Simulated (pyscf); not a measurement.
H₃C–SH + ZnH• → [H₃C–S–Zn]• + H₂, a four-centre exchange (doublet surface; H–Zn, H–S broken, S–Zn, H–H formed). Single points on ωB97X-D3(BJ)/def2-SVP structures (PySCF, gas phase). Energies in kJ/mol from the separated reactants.

Small-basis levels: PySCF, no dispersion term, spherical d functions. Open shells are spin-unrestricted. 

**Question.** Quick B3LYP/6-31G*+LANL2DZ single points give ΔE‡ = 52.0 kJ/mol and ΔE = -82.3 kJ/mol. What does ωB97M-D3(BJ)/def2-TZVP give, and how far is the quick result from it?

**Answer.** ωB97M-D3(BJ)/def2-TZVP gives ΔE‡ = 51.3 kJ/mol and ΔE = -68.1 kJ/mol. B3LYP/6-31G*+LANL2DZ lies 0.7 kJ/mol over it in the barrier and 14.2 kJ/mol under it in the reaction energy, so on this step it does not hold to within 12.6 kJ/mol. ωB97M-D3(BJ)/def2-TZVP has limits of its own. On the reactant side the descent ends in a complex, 30.3 kJ/mol under the separated species and 69.3 kJ/mol under the saddle at ωB97X-D3(BJ)/def2-TZVP. At ωB97X-D3(BJ)/def2-TZVP the barrier from the zero used here is 39.0 kJ/mol. One saddle was located; it need not be the lowest between these sides. In the def2 sets elements up to Kr have no core potential.
